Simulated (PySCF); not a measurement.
# CH6Si: the cost of one run

Programs: PySCF 2.14.0. All values are calculated, for the isolated system unless a continuum is named. Atoms count from 0, parts from 1.

## 1. Starting point

Each species was relaxed by itself at PBE0-D3(BJ)/def2-SVPD.

## 2. Energies of the species: wB97M-D3(BJ)/def2-TZVPD

What the job is given:

```
{"job": {"kind": "react", "xc": "wB97M-D3(BJ)", "basis": "def2-TZVPD"}, "charge": 0, "multiplicity": 1}
-1 CH6Si charge 0 multiplicity 1
C      0.935610    -0.038950    -0.333600
Si    -0.832740     0.042500     0.298500
H      1.021530     0.431310    -1.324130
H      1.273750    -1.081700    -0.423220
H      1.622180     0.482240     0.349530
H     -1.284650     1.462130     0.419710
H     -1.759790    -0.665970    -0.635790
H     -0.941980    -0.600270     1.643550

-1 ClH charge 0 multiplicity 1
Cl     0.644590     0.013040     0.002360
H     -0.643380    -0.011920    -0.001180

+1 ClH3Si charge 0 multiplicity 1
Si     0.207910     0.010760    -0.006500
Cl     0.089920     1.333380     1.598350
H      1.022550    -1.157380     0.420550
H     -1.174500    -0.407070    -0.360010
H      0.853790     0.721840    -1.141330

+1 CH4 charge 0 multiplicity 1
C     -0.002070    -0.000280     0.001740
H     -0.672060    -0.833470    -0.243780
H     -0.437190     0.938440    -0.362770
H      0.128740     0.055420     1.089480
H      0.972200    -0.161480    -0.475940
```

Method: wB97M-D3(BJ)/def2-TZVPD reaction energy of separated species, gas phase.

Command:

```bash
OMP_NUM_THREADS=1 python cluster_run.py task.json out
```

One launch serves the whole session: the jobs run in the order shown.

**Question.** How long does this first job take on 1 thread of Arm Neoverse N1, shared host, and how much memory does it need?

About 15 s, with a peak of 0.53 GiB.
